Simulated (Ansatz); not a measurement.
We consider cubic perovskite SrTiO3 (cubic form, which distorts at low temperature), described by r²SCAN (Ansatz, a quantum-chemistry and plane-wave program, plane waves, PAW).

Settings: plane-wave cutoff 600 eV, 6×6×6 k mesh, finite displacements, no spin polarisation, scalar-relativistic PAW data made under PBE.

The cell has the measured lattice parameters. Conventional cell: a = 3.9050 Å, b = 3.9050 Å, c = 3.9050 Å, α = 90.00°, β = 90.00°, γ = 90.00°.

SrTiO$_{3}$ is modelled in the cubic space group Pm-3m (No. 221), the cubic perovskite structure, Pearson symbol cP5. Cell: a = 3.905 Å, b = 3.905 Å, c = 3.905 Å, α = 90.00°, β = 90.00°, γ = 90.00°. Sr on 1a sees 12 O at 2.761 Å (cuboctahedral). Ti on 1b sees 6 O at 1.952 Å (octahedral). O on 3c is surrounded by 2 Ti at 1.952 Å and 4 Sr at 2.761 Å (octahedral). (Neighbours: up to the widest gap in distance over summed covalent radii, below 1.35, at either atom; cation-cation and far metal-metal contacts left out.)

Harmonic phonon frequencies (cm⁻¹; i marks an imaginary mode; at Γ without the LO shift):

```
q point                                            frequencies
-------  -----------------------------------------------------
Γ        91i 91i 91i 0 0 0 162 162 162 249 249 249 537 537 537
```

Imaginary modes appear, so the structure is dynamically unstable at this level.

Note: the run finds an imaginary mode (91i cm⁻¹), so the cell is a saddle point at this level; the cell isn't this level's own, so it is under some stress, which shifts stiffness and frequencies.
